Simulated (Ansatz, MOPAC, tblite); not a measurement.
Breaking a bond: BeH, doublet. Each curve is given relative to its own lowest point near equilibrium.

```json
[
 {"R / Å": "1.09", "A": "0.724", "B": "0.760", "C": "0.461", "D": "0.693"},
 {"R / Å": "1.14", "A": "0.437", "B": "0.463", "C": "0.246", "D": "0.499"},
 {"R / Å": "1.23", "A": "0.127", "B": "0.139", "C": "0.045", "D": "0.239"},
 {"R / Å": "1.28", "A": "0.042", "B": "0.048", "C": "0.005", "D": "0.139"},
 {"R / Å": "1.33", "A": "0.004", "B": "0.006", "C": "0.000", "D": "0.068"},
 {"R / Å": "1.36", "A": "0.000", "B": "0.000", "C": "0.011", "D": "0.038"},
 {"R / Å": "1.39", "A": "0.008", "B": "0.006", "C": "0.030", "D": "0.016"},
 {"R / Å": "1.43", "A": "0.035", "B": "0.032", "C": "0.066", "D": "0.000"},
 {"R / Å": "1.51", "A": "0.133", "B": "0.128", "C": "0.166", "D": "0.005"},
 {"R / Å": "1.57", "A": "0.236", "B": "0.230", "C": "0.259", "D": "0.036"},
 {"R / Å": "1.66", "A": "0.422", "B": "0.414", "C": "0.412", "D": "0.113"},
 {"R / Å": "1.83", "A": "0.825", "B": "0.810", "C": "0.735", "D": "0.292"},
 {"R / Å": "2.07", "A": "1.388", "B": "1.341", "C": "1.238", "D": "0.521"},
 {"R / Å": "2.22", "A": "1.682", "B": "1.597", "C": "1.552", "D": "—"},
 {"R / Å": "2.47", "A": "2.034", "B": "1.855", "C": "2.057", "D": "—"},
 {"R / Å": "2.73", "A": "2.242", "B": "1.952", "C": "2.524", "D": "—"},
 {"R / Å": "2.96", "A": "2.336", "B": "1.973", "C": "2.858", "D": "—"},
 {"R / Å": "3.26", "A": "2.392", "B": "1.974", "C": "3.152", "D": "—"},
 {"R / Å": "3.71", "A": "2.419", "B": "1.968", "C": "3.363", "D": "—"},
 {"R / Å": "4.08", "A": "2.425", "B": "1.965", "C": "3.439", "D": "—"},
 {"R / Å": "4.73", "A": "2.429", "B": "1.964", "C": "3.489", "D": "—"},
 {"R / Å": "5.37", "A": "2.429", "B": "1.964", "C": "3.503", "D": "—"}
]
```

Energies in eV.

Q: Which curve belongs to which method? The methods are AM1, unrestricted, heats of formation run with MOPAC 23.2.5; GFN2-xTB, 300 K electronic temperature (tblite); CCSD(T) on UHF/cc-pVDZ, frozen core (Ansatz, an electronic-structure program); unrestricted B3LYP/cc-pVDZ run with Ansatz.

A: A is UKS-B3LYP; B is UCCSD(T); C is GFN2-xTB; D is AM1.

A dash means that the run gave no value there, or that the column was ended at a point which the program doubted or which failed a test of continuity chosen for this set; such a test can also cut sound points.

The unrestricted determinant behind UCCSD(T) is spin-contaminated at 2.07 to 5.37 Å (<S²> up to 1.0, against 0.75 for a pure doublet).
